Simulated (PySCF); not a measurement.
Compound: PH3.
Z-matrix (Å and degrees, PBE0-D3(BJ)/def2-SVP geometry), rows numbered from 1:
```
P 
H   1  1.4289
H   1  1.4287  2   92.96
H   1  1.4287  2   92.96  3   -93.12
```

Level: B3LYP/def2-SVPD in PySCF, non-relativistic, on one gas-phase PBE0-D3(BJ)/def2-SVP geometry that isn't relaxed in the solvent. The solvent is an IEF-PCM continuum (Bondi radii, 1.10 Å for H, scaled by 1.2), and excitations are vertical TDDFT with non-equilibrium linear response and a frozen core. Specific hydrogen bonds and non-electrostatic terms are outside this model.

Gas-phase singlets (H = HOMO, L = LUMO):

| state | E (eV) | λ (nm) | f | leading configuration |
| --- | --- | --- | --- | --- |
| S1 | 7.047 | 176 | 0.135 | H→L 100% |
| S2 | 7.330 | 169 | 0.069 | H→L+1 94% |
| S3 | 7.330 | 169 | 0.069 | H→L+2 94% |
| S4 | 9.570 | 130 | 0.000 | H-2→L+1 50% |
| S5 | 9.674 | 128 | 0.019 | H→L+3 42% |

Problem. What are the lowest 5 singlets in chloroform (ε = 4.711)?

Solution. 
```
state  E (eV)  λ (nm)      f  leading configuration  change by rank (eV)
   S1   7.034     176  0.192               H→L 100%               -0.013
   S2   7.300     170  0.105              H→L+1 96%               -0.030
   S3   7.300     170  0.105              H→L+2 96%               -0.030
   S4   9.519     130  0.000            H-2→L+1 45%               -0.051
   S5   9.678     128  0.042              H→L+4 77%               +0.004
```

Problem. Give the list for dichloromethane (ε = 8.93), n² = 2.03.

Solution. 
```
state  E (eV)  λ (nm)      f  leading configuration  change by rank (eV)
   S1   7.053     176  0.193               H→L 100%               +0.006
   S2   7.318     169  0.104              H→L+1 95%               -0.012
   S3   7.319     169  0.104              H→L+2 95%               -0.011
   S4   9.513     130  0.000            H-2→L+1 43%               -0.057
   S5   9.692     128  0.043              H→L+4 74%               +0.018
```

Problem. How do the frontier levels move from gas to dichloromethane?

Solution. 
```
orbital  gas (eV)  solvent (eV)  change (eV)
 LUMO+2      0.58          0.73        +0.15
 LUMO+1      0.58          0.73        +0.15
   LUMO      0.48          0.64        +0.16
   HOMO     -7.63         -7.55        +0.08
 HOMO-1    -10.47        -10.28        +0.19
 HOMO-2    -10.47        -10.28        +0.19
 HOMO-3    -17.54        -17.37        +0.17
```

The HOMO–LUMO gap goes from 8.11 to 8.19 eV.
